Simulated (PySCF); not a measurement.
A TDDFT job was run through a driver script with this input:

```
{"job": {"kind": "uv", "xc": "wB97X-D", "basis": "def2-SVPD", "nstates": 8, "ntriplets": 3}, "charge": 0, "multiplicity": 1}
C     -0.357243     1.300804     0.378752
N     -0.137142    -0.122311     0.522397
C      1.265867    -0.453180     0.394903
C     -0.942552    -0.876689    -0.413748
H     -0.064643     1.679087    -0.614403
H      0.220520     1.829246     1.135750
H     -1.413345     1.516120     0.534842
H      1.675920    -0.198840    -0.596310
H      1.397920    -1.521505     0.560940
H      1.830288     0.087997     1.152945
H     -0.695382    -0.654915    -1.464965
H     -0.790995    -1.941076    -0.239084
H     -1.993603    -0.644254    -0.248339
```

Output:

```
coarse grid: 9904 points
cycle   1  E = -174.2584924386  dE =  3.123e-01  |g| = 2.148e-01  |ddm| = 4.433e+00
cycle   2  E = -174.2670888155  dE = -8.596e-03  |g| = 1.506e-01  |ddm| = 7.952e-01
cycle   3  E = -174.2717847694  dE = -4.696e-03  |g| = 4.306e-02  |ddm| = 2.480e-01
cycle   4  E = -174.2721885546  dE = -4.038e-04  |g| = 9.233e-03  |ddm| = 8.511e-02
cycle   5  E = -174.2722118563  dE = -2.330e-05  |g| = 2.312e-03  |ddm| = 3.552e-02
cycle   6  E = -174.2722140258  dE = -2.170e-06  |g| = 6.973e-04  |ddm| = 1.474e-02
final grid: 92968 points
cycle   7  E = -174.2981657800  dE = -1.064e-04  |g| = 3.852e-03  |ddm| = 9.981e-02
cycle   8  E = -174.2981686129  dE = -2.833e-06  |g| = 3.178e-03  |ddm| = 1.292e-02
cycle   9  E = -174.2981708373  dE = -2.224e-06  |g| = 6.470e-04  |ddm| = 7.390e-03
cycle  10  E = -174.2981709592  dE = -1.219e-07  |g| = 2.312e-04  |ddm| = 3.454e-03
cycle  11  E = -174.2981709746  dE = -1.546e-08  |g| = 4.275e-05  |ddm| = 1.068e-03
cycle  12  E = -174.2981709756  dE = -9.689e-10  |g| = 1.328e-05  |ddm| = 4.906e-04
converged SCF energy = -174.2981709756

Static polarisability (au): isotropic 48.863, principal 45.348 50.615 50.627

Singlet excitations
state   eV       nm        f      main configurations
  1   6.1551    201.4   0.02801   H->L 0.94
  2   7.3396    168.9   0.00465   H->L+1 0.97
  3   7.3400    168.9   0.00465   H->L+2 0.97
  4   7.9982    155.0   0.12764   H->L+3 0.97
  5   8.0123    154.7   0.04995   H->L+4 0.93
  6   8.2664    150.0   0.02467   H->L+5 0.75, H->L+6 0.20
  7   8.2666    150.0   0.02473   H->L+6 0.75, H->L+5 0.20
  8   9.1056    136.2   0.00832   H->L+8 0.72, H->L+10 0.09, H->L+9 0.09

Triplet excitations (Tamm-Dancoff, eV): 6.0952 7.3084 7.3091
```

Method: TDDFT wB97X-D/def2-SVPD, vertical, gas phase, core orbitals frozen in the response (PySCF 2.14.0, density-fitted response routines). Geometry: GFN2-xTB; no solvent, vibrations or thermal averaging.

Q: Give the energy of state 8 in hartree, cm⁻¹ and kJ/mol.

A: 0.33462 hartree, 73442 cm⁻¹, 878.6 kJ/mol.

Q: Give the mean polarisability in Å³.

A: 48.86 au × 0.148185 = 7.24 Å³.

Q: What transition dipole goes with state 4?

A: |μ|² = 3f / (2ΔE) = 3 × 0.1276 / (2 × 0.2939) = 0.651 au, so |μ| = 2.05 D.

Q: What is the gap between the lowest singlet and the lowest triplet?

A: 6.1551 − 6.0952 = 0.0599 eV (full response against Tamm–Dancoff).

Q: Which orbital energies lie behind H and L?

A: HOMO -8.03 eV and LUMO 2.41 eV, a gap of 10.44 eV; state 1 differs from that by -4.29 eV.

Q: Write the structure that the coordinates describe.

A: trimethylamine (`N(C)(C)C`) (C3H9N), point group C3v.

The SCF starts on a coarse grid; the energy jumps when the final grid takes over, and dE counts afresh there. H and L stand for HOMO and LUMO.

The pairwise dispersion term of wB97X-D wasn't added to the energies; at a given geometry it leaves orbitals and properties as they are.
